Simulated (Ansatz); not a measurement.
Breaking a bond: Li2, singlet.

Methods: RHF/cc-pVTZ (Ansatz, a first-principles code); RKS-PBE = restricted PBE/cc-pVTZ in Ansatz; UMP2 = MP2 on UHF/cc-pVTZ, frozen core run with Ansatz.

Energies are in mEh, each relative to the lowest point of its own curve near equilibrium.

```
R / Å   RHF  RKS-PBE  UMP2
-----  ----  -------  ----
2.06   23.0        …  22.8
2.20   13.6     10.7  13.9
2.34    7.1      5.2   7.6
2.44    4.0      2.6   4.4
2.58    1.2      0.6   1.5
2.64    0.6      0.2   0.8
2.74    0.0      0.0   0.0
2.87    0.1      0.5   0.4
2.93    0.5        …   1.2
2.96    0.7      1.2   1.6
3.17    3.1      3.8     …
3.43    7.6      8.0   8.6
3.74   14.0     13.7  12.6
4.09   21.7     20.2  16.0
4.52   31.2     27.5  18.7
4.96      …     33.7  20.3
5.41   48.4     38.9  21.3
6.12      …     44.8     …
6.73   66.8     48.2  22.2
7.36   73.1     50.4  22.3
8.20   79.7     52.0  22.4
```

Problem. Some entries are withheld; supply them.

Solution. 
- 2.06, RKS-PBE: 19.1
- 2.93, RKS-PBE: 1.0
- 3.17, UMP2: 4.7
- 4.96, RHF: 40.1
- 6.12, RHF: 59.3
- 6.12, UMP2: 22.0

The restricted form behind RHF, RKS-PBE keeps the bonding electrons paired and can't separate into open-shell fragments. The unrestricted determinant behind UMP2 is spin-contaminated at 2.06 to 8.20 Å (<S²> up to 1.0, against 0.00 for a pure singlet).
